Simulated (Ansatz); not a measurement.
**Basis-set limit of AlH$_{3}$O, triplet**

```json
{"atom": "Al", "x (Å)": "-1.1713", "y (Å)": "0.0000", "z (Å)": "0.0000"}
{"atom": "H", "x (Å)": "-1.9642", "y (Å)": "1.3734", "z (Å)": "0.0000"}
{"atom": "H", "x (Å)": "-1.9642", "y (Å)": "-1.3734", "z (Å)": "0.0000"}
{"atom": "H", "x (Å)": "1.1597", "y (Å)": "0.0000", "z (Å)": "0.0000"}
{"atom": "O", "x (Å)": "2.1497", "y (Å)": "0.0000", "z (Å)": "0.0000"}
```

Connectivity, by distances: AlH2 ··· OH.

Ansatz 0.2.0, UHF determinant, valence electrons correlated. Energies in eV.

```csv
set,X,functions,Hartree–Fock,MP2 correlation,CCSD(T) correlation,time
def2-TZVPP,3,115,-8665.4622,-7.3939,-8.4834,"9.5 s on 1 × NVIDIA H100 80GB HBM3 with 1 thread of AMD EPYC 7R13 Processor (Zen 3), on a shared host"
def2-QZVPP,4,217,-8665.7664,-8.0326,-9.0672,"19 s on 1 × NVIDIA H100 80GB HBM3 with 1 thread of AMD EPYC 7R13 Processor (Zen 3), with other jobs on the host"
```

Hartree–Fock is taken to follow E(X) = E∞ + A·exp(−7.88·√X), correlation E(X) = E∞ + B·X^−2.97.

Cautions: lower spins were not checked.

Question: Work out the CCSD(T) energy at the limit, and how far the shortcut misses it that extrapolates MP2 and adds CCSD(T) minus MP2 from the smaller set.

Answer: Hartree–Fock: E∞ = E4 + 0.1377·(E4 − E3) = -8665.8083. Correlation: E∞ = E4 + 0.7407·(E4 − E3) = -9.4996 for CCSD(T) and -8.5057 for MP2. The limit is -8675.3079 eV, 0.474 eV below def2-QZVPP. The shortcut gives a correlation energy of -8.5057 + (-1.0895) = -9.5952, 96 meV lower than the direct value.

Past Ne part of the Hartree–Fock step between the two sets comes from the cores, which don't follow the formula, so the 42 meV that it adds to the total can overshoot; that part largely cancels in differences.
